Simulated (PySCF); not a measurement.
Geometries of 2 isomers of C4H6O, from PBE0-D3(BJ)/def2-SVP geometry optimisation, gas phase (PySCF 2.14.0). One conformer each, no zero-point energy, no frequencies.

Question: Which isomer lies lower at this level?
A.
```xyz
11
angstrom
C      2.351    0.025    0.098
C      1.097   -0.319   -0.042
C     -0.165   -0.641   -0.188
C     -1.287    0.357   -0.309
O     -2.265    0.180    0.680
H      3.004    0.164   -0.771
H      2.791    0.180    1.089
H     -0.451   -1.701   -0.201
H     -1.798    0.214   -1.275
H     -0.867    1.382   -0.314
H     -1.831    0.263    1.536
```
B.
```xyz
11
angstrom
C     -1.753    0.051    0.179
C     -0.345   -0.349   -0.074
C      0.735    0.438    0.053
C      2.082   -0.076   -0.214
O      3.098    0.562   -0.092
H     -1.832    1.096    0.510
H     -2.209   -0.596    0.947
H     -2.363   -0.076   -0.731
H     -0.180   -1.389   -0.391
H      0.659    1.485    0.366
H      2.107   -1.148   -0.552
```

Answer: B. That is `C/C=C/C=O` (2-butenal), 31.2 kcal/mol below the other.

```
   SMILES             atoms numbered as above      E (Eh)  relative (kcal/mol)  relative (kJ/mol)  dipole (D)
C/C=C/C=O  [CH3:1]/[CH:2]=[CH:3]/[CH:4]=[O:5]  -230.79720                  0.0                0.0        3.90
  C=C=CCO   [CH2:1]=[C:2]=[CH:3][CH2:4][OH:5]  -230.74743                 31.2              130.7        1.50
```

As drawn, the lower has a C=O bond, which the higher lacks; the higher has cumulated double bonds and an O–H bond, which the lower lacks.
